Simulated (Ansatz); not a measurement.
**SiH3+ (singlet): the correlation ladder at scale of all distances = 0.864, cc-pVDZ**

One table from this session's results is given with a row withheld; the runs are named, their logs left out.

The runs use Ansatz 0.2.0, Gaussian basis; cc-pVDZ, core rule «outside noble gas», up to 5 orbitals frozen.

To be run: UHF; CCSD(T) on RHF; BCCD(T) on RHF; CISD; CCSDT(Q) on RHF; CCSDTQ on RHF; CASSCF and MRCISD+Q, 2 electrons in 2 orbitals; CASSCF and NEVPT2, 2 electrons in 2 orbitals; CASSCF and MRCISD+Q, 6 electrons in 7 orbitals; CASSCF and NEVPT2, 6 electrons in 7 orbitals; Full CI.

8 further runs of the same task are left out: 2 for a known fault of the program, 6 that didn't finish.

## The geometry

The geometry derives from a PBE0/def2-TZVP stationary point (not a proven minimum). All distances are scaled together.

4 atoms, charge 1, spin multiplicity 1.

Atoms are counted from 1 here; the program's logs count them from 0.

Bond lengths: Si1–H2 1.272 Å, Si1–H3 1.272 Å, Si1–H4 1.272 Å. Angles: H2–Si1–H3 120.0°, H2–Si1–H4 120.0°, H3–Si1–H4 120.0°.

Coordinates:

| atom | x (Å) | y (Å) | z (Å) |
| --- | --- | --- | --- |
| Si1 | 0.0000 | 0.0000 | 0.0000 |
| H2 | 1.2718 | 0.0123 | -0.0001 |
| H3 | -0.6465 | 1.0952 | -0.0025 |
| H4 | -0.6252 | -1.1075 | 0.0026 |

Set-up of the first run:

in.yaml

```yaml
crystal:
  periodic: [false, false, false]
  atoms:
    - {symbol: Si, position_ang: [0.000000, 0.000000, 0.000000]}
    - {symbol: H, position_ang: [1.271759, 0.012292, -0.000083]}
    - {symbol: H, position_ang: [-0.646525, 1.095226, -0.002510]}
    - {symbol: H, position_ang: [-0.625234, -1.107519, 0.002593]}
basis:
  gaussian: {orbitals: cc-pVDZ}
total_charge: 1
magnetization: {spin_polarized: true, initial_magnetization: 0}
hamiltonian: {xc: hf}
output: {orbitals: {seedname: orbitals}}
```

Run with:

```console
$ ansatz run in.yaml --threads 1 --pin off --events-out ev --progress --plain --max-ram 2393MiB
```

Among the steps run: UHF; CCSD(T) on RHF; BCCD(T) on RHF; CISD; CCSDT(Q) on RHF; CCSDTQ on RHF; CASSCF and MRCISD+Q, 2 electrons in 2 orbitals; CASSCF and NEVPT2, 2 electrons in 2 orbitals; CASSCF and MRCISD+Q, 6 electrons in 7 orbitals; CASSCF and NEVPT2, 6 electrons in 7 orbitals; Full CI.

One of the session's tables, all rows but one given; the rest of the session is left out.

| method | from FCI (kJ/mol) |
| --- | --- |
| RHF | +283.0 |
| RMP2 | +66.4 |
| CISD | +11.9 |
| RCCSD | +4.0 |
| RCCSD(T) | +0.9 |
| BCCD(T) | +0.9 |
| RCCSDT | ? |
| RCCSDT(Q) | 0.0 |
| RCCSDTQ | 0.0 |
| CASSCF pair | +253.1 |
| NEVPT2 pair | +69.4 |
| MRCISD pair | +9.4 |
| MRCISD+Q pair | -2.1 |
| CASSCF valence | +177.7 |
| NEVPT2 valence | +55.5 |
| MRCISD valence | +6.5 |
| MRCISD+Q valence | +1.2 |
| FCI | 0 |

Estimate the missing values for RCCSDT.

As computed: from FCI (kJ/mol): +0.1. In the column «from FCI (kJ/mol)» it lies between FCI (0) and RCCSD(T) (+0.9).

Among the levels timed on like hardware and quicker than the yardstick, those that no quicker one beats, quickest first: BCCD(T) (0.24 s, +0.9 kJ/mol); RCCSDT(Q) (0.69 s, 0.0 kJ/mol); RCCSDTQ (6 s, 0.0 kJ/mol). Runs this short are mostly start-up, so their order is noise.

Caveats from the session: The yardstick is full CI for this spin, exact in this basis with these frozen cores. MRCISD+Q pair falls below full CI: the +Q correction isn't variational, and the cores differ from full CI's. Of the multireference levels listed MRCISD+Q valence comes nearest in total energy (+1.2 kJ/mol), which doesn't show that its space is the better one.
